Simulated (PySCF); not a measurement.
# C2H7B: the cost of one run

The runs use PySCF 2.14.0, with density-fitted response routines of our own; the level of theory stands in each step. All values are computed, except where a source is named. Atoms are numbered from 0 throughout.

## 1. The starting structure

10 atoms, charge 0, multiplicity 1; geometry from: GFN2-xTB. The atoms were then displaced at random by about 0.01 Å, so the start is not that level's minimum.

Bonds of the start (Å): B0–C1 1.58, C1–C2 1.54, B0–H3 1.17, B0–H4 1.18, C1–H5 1.10, C1–H6 1.09, C2–H7 1.09, C2–H8 1.06, C2–H9 1.08.

## 2. Geometry optimisation at PBE0-D3(BJ)/def2-SVP

What the job is given:

```
{"job": {"xc": "PBE0", "basis": "def2-SVP", "d3": "d3bj", "grid": 1, "shake": 0.01, "kind": "geom"}, "charge": 0, "multiplicity": 1}
B      1.465340     0.253990     0.409680
C      0.126260    -0.422030    -0.095510
C     -1.211310     0.128890     0.433570
H      2.509850    -0.120090     0.022960
H      1.409090     1.179670     1.132240
H      0.108430    -0.374630    -1.190880
H      0.199940    -1.489370     0.136310
H     -1.209740     0.059050     1.521350
H     -2.040340    -0.412900     0.054000
H     -1.307070     1.176490     0.183990
```

Run with:

```bash
$ OMP_NUM_THREADS=1 python probes_run.py task.json out
```

This one command runs all jobs of the session in turn.

**Question.** How long does this first job take on 1 thread of Arm Neoverse V1, shared host, and how much memory does it need?

About 13 s, with a peak of 0.33 GiB.
